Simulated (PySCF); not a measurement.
**Calculated NMR data**

- J: B3LYP/pcJ-1 (spin–dipole term left out of most H,H and C,H couplings)
- GFN2-xTB structure
- σ from GIAO-PBE0/pcSseg-1
- code: PySCF 2.14.0 with density-fitted response routines
- isolated molecule, equivalent nuclei averaged, non-relativistic, one computed conformer

Referencing at the same level of theory: TMS for $^{1}$H (σref 31.72) and $^{13}$C (σref 186.93). Multiplet labels drop J under 1 Hz and among equivalent protons, and merge close values. Unscaled 3J(H,H) run several per cent high. Vicinal couplings that depend on rotamer populations or ring flexing (ring, CH–CH, X–H and H–F types) are those of the one conformer. Shifts are as computed. Against solution values, carbons near 30 ppm lie about +3 ppm off and those near 130 ppm about +5 ppm. Of 1211 compounds with measured shifts, 218 miss one by over three times the rms of a fit or turn the order of signals round; such compounds aren't used in these exercises.

**1.** SMILES O=CC1CC1, C₄H₆O. $^{1}$H NMR (500 MHz, computed): δ 8.73 (d, J = 7.1 Hz, 1H), 1.61 (tdt, J = 9.2, 7.1, 5.1 Hz, 1H), 1.00 (m, 2H), 0.86 (m, 2H). $^{13}$C{$^{1}$H} NMR (computed): δ 204.5 (CH), 25.7 (CH), 6.9 (CH2).

**2.** SMILES COC1=CC1, C₄H₆O. $^{1}$H NMR (500 MHz, computed): δ 5.00 (t, J = 2.7 Hz, 1H), 4.00 (s, 3H), 1.72 (d, J = 2.7 Hz, 2H). $^{13}$C{$^{1}$H} NMR (computed): δ 150.2 (C), 69.7 (CH), 60.6 (CH3), 17.0 (CH2).
